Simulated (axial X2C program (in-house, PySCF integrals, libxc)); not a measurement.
**SSiS: bond lengths and stretches, held linear**

The task here is to estimate one member of a computed series from the others.

Computed with an in-house X2C program for linear molecules on PySCF integrals. Level: all-electron X2C, two-component (2c) or spin-free, S dyall-av3z, Si dyall-v3z.

All values are calculated.

1 further run of the same task is left out (set aside as unsound or not needed).

The first run:

File task.json:

```json
{
 "zs": [
  16,
  14,
  16
 ],
 "q": 0,
 "bas": [
  "dyall-av3z",
  "dyall-v3z",
  "dyall-av3z"
 ],
 "r0": [
  2.01,
  2.01
 ],
 "symm": 1,
 "scan": [
  "PBE0",
  "HF",
  "r2SCAN"
 ],
 "levels": [
  "PBE0",
  "HF",
  "BHandHLYP"
 ],
 "nst": 2
}
```

Keys: zs atomic numbers; q charge; bas basis sets; r0 starting distance in Å; symm equal bonds; scan levels of the two-bond scan (MP2 follows by itself at each HF point); levels methods; nst determinants followed.

On the command line:

```bash
> python solin.py task.json out
```

Masses S 31.972, Si 27.977, S 31.972 u.

Steps of the session up to this table: Scan at PBE0, 2c; Scan at HF, 2c; Scan at r2SCAN, 2c.

One of the session's tables, all rows but one given; the rest of the session is left out.

| level | r(S–Si) (Å) | r(Si–S) (Å) | lower stretch (cm⁻¹) | upper stretch (cm⁻¹) |
| --- | --- | --- | --- | --- |
| PBE0, 2c | 1.926 | 1.926 | 521.6 | 930.7 |
| HF, 2c | ? | ? | ? | ? |
| r2SCAN, 2c | 1.931 | 1.931 | 517.2 | 928.5 |
| MP2, 2c | 1.935 | 1.935 | 519.7 | 937.7 |
| PBE0, spin-free | 1.926 | 1.926 | 521.7 | 931.0 |
| HF, spin-free | 1.909 | 1.909 | 548.5 | 958.9 |
| r2SCAN, spin-free | 1.931 | 1.931 | 517.3 | 928.7 |
| MP2, spin-free | 1.935 | 1.935 | 519.8 | 937.9 |

Estimate the missing values for HF, 2c.

**Answer.** r(S–Si) (Å): 1.909; r(Si–S) (Å): 1.909; lower stretch (cm⁻¹): 548.3; upper stretch (cm⁻¹): 958.7.

Scans not shown above were run alike.

MP2 freezes inner shells (threshold -2 hartree). The molecule was held linear; bending was not examined, so a bent shape may lie lower.
